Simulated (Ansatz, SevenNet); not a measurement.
# How well does each level of theory give the lattice parameter a of antiferromagnetic bcc Cr?

Reference value: 2.877 Å (measured, corrected for temperature and zero-point phonon effects; as tabulated in Levämäki et al. (2014), arXiv:1402.3671).

```
level (code)              value (Å)
------------------------  ---------
SevenNet-l3i5 (SevenNet)          …
PBE (Ansatz)                  2.866
PBE-D3(BJ) (Ansatz)           2.829
r²SCAN (Ansatz)               2.961
```

Q: Some entries are withheld; supply them.

A: 
- SevenNet-l3i5 (SevenNet), value (Å): 2.853

Errors against the reference: SevenNet-l3i5 -0.83 %, PBE -0.38 %, PBE-D3(BJ) -1.67 %, r²SCAN +2.92 %.

Of these levels PBE (-0.38 %) comes nearest. Farthest off: r²SCAN (+2.92 %). Within 2 %: SevenNet-l3i5, PBE, PBE-D3(BJ).

Spin-polarised runs: PBE (opposed moments), PBE-D3(BJ) (opposed moments), r²SCAN (opposed moments). PBE, PBE-D3(BJ), r²SCAN: the commensurate order stands in for chromium's spin-density wave. Cutoffs and k meshes differ between the levels. Ansatz's density-functional and Hartree–Fock values are scalar-relativistic unless marked +SOC, with PAW data made under PBE.

Machine-learned potentials (SevenNet-l3i5) are trained on DFT data, which may include these solids.

Differences are worked out from the printed values.

Ansatz is an electronic-structure program.
